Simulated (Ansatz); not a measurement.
I need a composite energy at a relaxed geometry of Al2FH3, SMILES [F][AlH][AlH2]. Use Ansatz 0.2.0, Python API. Level of theory (for the species named): B3LYP, def2-SVP basis, multiplicity 1, D3BJ dispersion.

The script reads `al2fh3.xyz`:
```text
6

F    -0.89190   -2.14280    1.28140
Al   -0.50440   -1.11960   -0.17610
Al    0.46930    1.14310    0.09990
H    -0.68010   -1.68530   -1.64540
H     0.89400    2.00450   -1.18520
H     0.75520    1.73620    1.57920
```

Script `al2fh3_composite.py`:
```python
"""Relax Al2FH3 cheaply, then refine its energy."""

import ansatz as az
import numpy as np

molecule = az.Crystal.molecule_from_extxyz("al2fh3.xyz")

job = (
    molecule.calculation()
    .basis(gaussian="def2-SVP")  # atom-centred Gaussian functions
    .functional("B3LYP", dispersion="d3bj")
)
symbols = [site.symbol for site in molecule.cartesian_sites]
start = np.array([site.position_ang for site in molecule.cartesian_sites], dtype=float)
report = job.relax(force_tolerance=0.01).run(threads=1, backend="cpu").report
end = np.array(report["positions_ang"])
print("final positions (A) and the move of each atom")
for symbol, xyz, old in zip(symbols, end, start):
    print(f"{symbol:2s} {xyz[0]:10.5f} {xyz[1]:10.5f} {xyz[2]:10.5f}   {np.linalg.norm(xyz - old):7.4f}")

minimum = az.Crystal.molecule()
for symbol, place in zip(symbols, end):
    minimum = minimum.atom(symbol, place.tolist())
at_minimum = minimum.calculation()
# MP2 extrapolated to the basis limit, plus the small-basis difference CCSD(T) - MP2
level = lambda method, basis: at_minimum.basis(gaussian=basis).correlation(method).run(threads=1, backend="cpu").report
small, large, cluster = level("mp2", "cc-pVDZ"), level("mp2", "cc-pVTZ"), level("ccsd_t", "cc-pVDZ")
corr = lambda each: (each["free_energy_ev"] - each["reference_energy_ev"]) / 27.211386246
mp2_limit = (27 * corr(large) - 8 * corr(small)) / 19
pieces = {"HF / cc-pVTZ": large["reference_energy_ev"] / 27.211386246, "MP2 correlation, DZ-TZ limit": mp2_limit, "CCSD(T) - MP2 / cc-pVDZ": corr(cluster) - corr(small)}
for name, value in pieces.items():
    print(f"{name:32s} {value:14.6f} Ha")
print(f"{'sum':32s} {sum(pieces.values()):14.6f} Ha")
print("T1 diagnostic", round(cluster["correlation"]["coupled_cluster"]["t1_diagnostic"], 4))
```

```console
$ python al2fh3_composite.py
final positions (A) and the move of each atom
F    -0.87009   -2.05614    1.14544    0.1627
Al   -0.48736   -1.17056   -0.22685    0.0739
Al    0.52037    1.19537    0.13754    0.0822
H    -0.80261   -1.92536   -1.58936    0.2753
H     0.92137    2.10493   -1.10729    0.1300
H     0.76042    1.78785    1.59432    0.0541
HF / cc-pVTZ                        -585.127870 Ha
MP2 correlation, DZ-TZ limit          -0.448703 Ha
CCSD(T) - MP2 / cc-pVDZ               -0.039814 Ha
sum                                 -585.616387 Ha
T1 diagnostic 0.0146
```

What to keep in mind:
- Total energies depend on the basis set; only differences at equal settings carry meaning.
- The sum leaves out core correlation, relativity, the Hartree-Fock basis error and zero-point energy; a DZ-TZ extrapolation is rough.
- b3lyp holds the VWN-RPA fit, as in Gaussian; the form of ORCA and Turbomole is b3lyp5.
- Inner cores stay frozen, so this is valence correlation.
- For Al to Cl the sets with a tight d function, cc-pV(X+d)Z, are usual.
- An extrapolation from small basis sets is rough.
- The whole script took 8.4 s on 1 thread of Intel(R) Xeon(R) 6975P-C (Granite Rapids) (shared host), peak memory 0.29 GiB.

(A comment or docstring line of the script was reworded after the run, the code is as it ran; lines on the test bed's own set-up are left out of the output.)
